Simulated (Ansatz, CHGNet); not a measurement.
How the volume per atom of double-hcp La moves with the method

No measured value is used here.

```json
[
 {"level (code)": "CHGNet-r²SCAN", "value (Å³/atom)": "37.48"},
 {"level (code)": "LDA (Ansatz)", "value (Å³/atom)": "32.21"},
 {"level (code)": "PBE (Ansatz)", "value (Å³/atom)": "37.13"},
 {"level (code)": "PBEsol (Ansatz)", "value (Å³/atom)": "33.96"},
 {"level (code)": "revPBE (Ansatz)", "value (Å³/atom)": "38.57"},
 {"level (code)": "RPBE (Ansatz)", "value (Å³/atom)": "39.14"},
 {"level (code)": "PBEsol-D3(BJ) (Ansatz)", "value (Å³/atom)": "30.59"},
 {"level (code)": "rVV10 (Ansatz)", "value (Å³/atom)": "37.58"},
 {"level (code)": "r²SCAN (Ansatz)", "value (Å³/atom)": "37.27"},
 {"level (code)": "r²SCAN+SOC (Ansatz)", "value (Å³/atom)": "37.32"},
 {"level (code)": "HSE06 (Ansatz)", "value (Å³/atom)": "38.81"}
]
```

HSE06: exact exchange on metals is sensitive to the k mesh and can open a false gap. HSE06: the run warned that the count of filled bands differs between k points. Cutoffs and k meshes differ between the levels. Ansatz's density-functional and Hartree–Fock values are scalar-relativistic unless marked +SOC, with PAW data made under PBE.

Machine-learned potentials (CHGNet-r²SCAN) are trained on DFT data: a solid inside that data is no test of them.

Ansatz is a first-principles code.
